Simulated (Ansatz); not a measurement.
Input file:

```yaml
crystal:
  periodic: [false, false, false]
  atoms:
    - {symbol: O, position_ang: [0.000000, -0.021817, 0.000000]}
    - {symbol: H, position_ang: [0.000000, 0.173157, -0.984689]}
    - {symbol: H, position_ang: [0.000000, 0.173157, 0.984689]}
basis:
  gaussian: {orbitals: cc-pVDZ}
total_charge: 1
magnetization: {spin_polarized: false, initial_magnetization: 1}
correlation: {method: fic_mrcisd_q, electrons: outside_noble_gas, active_space: {window: {electrons: 3, orbitals: 3}}}
```

```sh
$ ansatz run in.yaml --threads 1 --pin off --events-out ev --progress --plain --max-ram 2393MiB
```

(1) Roughly how long does this take on 1 thread of Arm Neoverse V1, shared host, and how much host memory?

```
215 factors; integrals over basis functions are off by at most 1.5e-3 eV
mean field evaluation 1: about -2055.2852 eV, gradient 3.3e1 eV
mean field evaluation 2: about -2055.2842 eV, gradient 3.3e1 eV
mean field evaluation 4: about -2057.2244 eV, gradient 1.3e0 eV
mean field evaluation 8: about -2057.2298 eV, gradient 2.6e-4 eV
mean field evaluation 16: about -2056.9894 eV, gradient 2.1e-6 eV
mean field evaluation 32: about -2057.0895 eV, gradient 3.1e0 eV
mean field -2057.22976773 eV, -75.6017995236 hartree, gradient 6.7e-7 eV, S^2 0.750000; 6 other end points of the search recorded, 0 dependent functions left out
reference -2057.22976773 eV, -75.6017995236 hartree; 5, 4 occupied and 19, 20 virtual orbitals, 215 factors
state -2057.75164782 eV, -75.6209782633 hartree
contracted CI cycle   1: correlation 0.00000000 eV, 0.0000000000 hartree, residual 2.24e1 eV
contracted CI cycle   2: correlation -3.93277367 eV, -0.1445267666 hartree, residual 3.49e0 eV
contracted CI cycle   3: correlation -4.04798215 eV, -0.1487606001 hartree, residual 8.24e-1 eV
contracted CI cycle   4: correlation -4.05573751 eV, -0.1490456042 hartree, residual 2.19e-1 eV
contracted CI cycle   5: correlation -4.05629455 eV, -0.1490660754 hartree, residual 6.36e-2 eV
contracted CI cycle   6: correlation -4.05634036 eV, -0.1490677588 hartree, residual 1.98e-2 eV
contracted CI cycle   7: correlation -4.05634493 eV, -0.1490679268 hartree, residual 6.71e-3 eV
contracted CI cycle   8: correlation -4.05634549 eV, -0.1490679471 hartree, residual 2.17e-3 eV
contracted CI cycle   9: correlation -4.05634554 eV, -0.1490679492 hartree, residual 6.91e-4 eV
state -2057.75164782 eV, -75.6209782633 hartree; corrected -2061.96420347 eV, -75.7757868279 hartree
Total energy: -2061.96420347 eV, -75.7757868279 hartree
```

For the same geometry and basis full CI lies 1.7 meV lower.

Answers

(1) 0.48 s wall and 0.15 GiB.
